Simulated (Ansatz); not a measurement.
# C4H6O3: up Jacob's ladder to CCSD(T)

An exercise on one series of results from a longer session: the logs are not shown, and one member is left open.

The runs use Ansatz 0.2.0, Gaussian basis; functionals in def2-TZVPP, the program's frozen cores in correlated methods.

Plan: PBE-D4, r2SCAN-D4, PBE0-D4, B3LYP-D4, ωB97X-V, ωB97M-V, B2PLYP; CCSD(T)/def2-TZVPP; MP2/def2-QZVPP; extrapolation to the limit.

**The geometry**

An earlier PBE0-D4 in a triple-zeta def2 set relaxation fixed the geometry.

SMILES `O=COCC1CO1`, 13 atoms, charge 0, spin multiplicity 1.

Atoms are counted from 1 here; the program's logs count them from 0.

Bond lengths: O1–C2 1.196 Å, C2–O3 1.332 Å, C2–H8 1.100 Å, O3–C4 1.434 Å, C4–C5 1.500 Å, C4–H9 1.090 Å, C4–H10 1.092 Å, C5–C6 1.458 Å, C5–O7 1.416 Å, C5–H11 1.087 Å, C6–O7 1.418 Å, C6–H12 1.087 Å, C6–H13 1.086 Å. Angles: O1–C2–O3 126.1°, O1–C2–H8 124.8°, O3–C2–H8 109.1°, C2–O3–C4 116.1°, O3–C4–C5 111.5°, O3–C4–H9 105.6°, O3–C4–H10 109.3°, C5–C4–H9 109.7°, C5–C4–H10 110.8°, H9–C4–H10 109.8°, C4–C5–C6 120.3°, C4–C5–O7 114.6°, C4–C5–H11 115.9°, C6–C5–O7 59.1°, C6–C5–H11 119.0°, O7–C5–H11 114.9°, C5–C6–O7 59.0°, C5–C6–H12 119.3° and more.

Set-up of the first run:

Contents of in.yaml:

```yaml
crystal:
  periodic: [false, false, false]
  atoms:
    - {symbol: O, position_ang: [-2.329723, 1.094752, -0.317523]}
    - {symbol: C, position_ang: [-1.915499, 0.355493, -1.161276]}
    - {symbol: O, position_ang: [-0.638183, 0.042387, -1.370609]}
    - {symbol: C, position_ang: [0.317609, 0.680850, -0.512709]}
    - {symbol: C, position_ang: [0.404696, -0.003218, 0.818972]}
    - {symbol: C, position_ang: [1.279972, -1.155257, 0.998695]}
    - {symbol: O, position_ang: [1.656464, 0.129136, 1.468004]}
    - {symbol: H, position_ang: [-2.540760, -0.174426, -1.894191]}
    - {symbol: H, position_ang: [1.274130, 0.602160, -1.028508]}
    - {symbol: H, position_ang: [0.048466, 1.731771, -0.390983]}
    - {symbol: H, position_ang: [-0.461273, 0.106373, 1.467020]}
    - {symbol: H, position_ang: [1.851298, -1.526291, 0.151059]}
    - {symbol: H, position_ang: [1.052794, -1.883740, 1.772058]}
basis:
  gaussian: {orbitals: def2-TZVPP}
hamiltonian: {xc: pbe, dispersion: d4}
output: {forces: true, orbitals: {seedname: orbitals}}
```

The run is started by

```console
$ ansatz run in.yaml --threads 2 --pin off --events-out ev --progress --plain --max-ram 22528MiB --backend cuda --devices 0, --max-vram 18GiB
```

Among the steps run: PBE-D4 (GGA); r2SCAN-D4 (meta-GGA); PBE0-D4 (hybrid); B3LYP-D4 (hybrid); ωB97X-V (range-separated); ωB97M-V (range-separated); B2PLYP (double hybrid); CCSD(T) in def2-TZVPP; MP2 in def2-QZVPP.

One table of the session follows, with a row left open; its other results are not shown here.

| method | atoms, summed (eV) | atomisation energy (kJ/mol) |
| --- | --- | --- |
| PBE-D4 | -10318.846 | 5737.2 |
| r2SCAN-D4 | -10326.914 | 5550.0 |
| PBE0-D4 | -10320.830 | 5562.3 |
| B3LYP-D4 | -10333.243 | 5503.2 |
| ωB97X-V | ? | ? |
| ωB97M-V | -10328.945 | 5535.9 |
| B2PLYP | -10325.511 | 5460.0 |
| HF/def2-TZVPP | -10291.772 | 3799.6 |
| MP2/def2-TZVPP | -10310.533 | 5527.1 |
| CCSD/def2-TZVPP | -10314.110 | 5247.8 |
| CCSD(T)/def2-TZVPP | -10314.563 | 5359.4 |
| MP2/CBS | -10314.165 | 5675.0 |
| CCSD(T)/CBS | -10318.196 | 5507.3 |

Estimate the missing values for ωB97X-V.

As computed: atoms, summed (eV): -10329.295; atomisation energy (kJ/mol): 5533.5. In the column «atoms, summed (eV)» it lies between B3LYP-D4 (-10333.243) and ωB97M-V (-10328.945).
